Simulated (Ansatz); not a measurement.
# BH (singlet): the correlation ladder at distance B1–H2 = 1.717 Å, cc-pVQZ

One table from this session's results is given with a row withheld; the runs are named, their logs left out.

Program: Ansatz 0.2.0, Gaussian basis. Level of theory: cc-pVQZ, core rule «outside noble gas», up to 1 orbitals frozen. These are calculated values, not measurements.

To be run: UHF; CCSD(T) on RHF; CCSD(T) on UHF; BCCD(T) on RHF; CCSDT(Q) on RHF; CCSDT(Q) on UHF; CASSCF and NEVPT2, 4 electrons in 5 orbitals; Full CI.

14 further runs of the same task are left out: 9 that didn't finish, 5 set aside as unsound or not needed.

**What is computed**

The geometry derives from a PBE0/def2-TZVP stationary point (not a proven minimum). One bond is set to the value named and the two fragments are kept rigid.

2 atoms, charge 0, spin multiplicity 1.

Atoms are counted from 1 here; the program's logs count them from 0.

No contacts short enough for the rule that draws bonds.

Coordinates:

```xyz
2
BH
B     0.00000    0.00000    0.00000
H     0.00000    0.00000    1.71700
```

Set-up of the first run:

File in.yaml:

```yaml
crystal:
  periodic: [false, false, false]
  atoms:
    - {symbol: B, position_ang: [0.000000, 0.000000, 0.000000]}
    - {symbol: H, position_ang: [0.000000, 0.000000, 1.717000]}
basis:
  gaussian: {orbitals: cc-pVQZ}
magnetization: {spin_polarized: true, initial_magnetization: 0}
hamiltonian: {xc: hf}
output: {orbitals: {seedname: orbitals}}
```

The run is started by

```
$ ansatz run in.yaml --threads 1 --pin off --events-out ev --progress --plain --max-ram 2393MiB
```

Steps of the session up to this table: UHF; CCSD(T) on RHF; CCSD(T) on UHF; BCCD(T) on RHF; CCSDT(Q) on RHF; CCSDT(Q) on UHF; CASSCF and NEVPT2, 4 electrons in 5 orbitals; Full CI.

One table of the session follows, with a row left open; its other results are not shown here.

| method | from FCI (meV) |
| --- | --- |
| RHF | +3049.7 |
| UHF | +2962.4 |
| RMP2 | +846.9 |
| UMP2 | +1049.4 |
| RCCSD | +95.7 |
| UCCSD | +99.8 |
| RCCSD(T) | +17.4 |
| UCCSD(T) | ? |
| BCCD(T) | +18.0 |
| RCCSDT | +2.7 |
| UCCSDT | +3.0 |
| RCCSDT(Q) | +0.2 |
| UCCSDT(Q) | +0.2 |
| CASSCF valence | +1201.3 |
| NEVPT2 valence | +343.8 |
| FCI | 0 |

**Question.** Estimate the row for UCCSD(T).

The run gave: from FCI (meV): +16.5. In the column «from FCI (meV)» it lies between UCCSDT (+3.0) and RCCSD(T) (+17.4).

To keep in mind: Restricted and unrestricted rows rest on different reference determinants; where their highest levels disagree by more than a few hundredths of an eV, they describe different states and don't form one ladder.
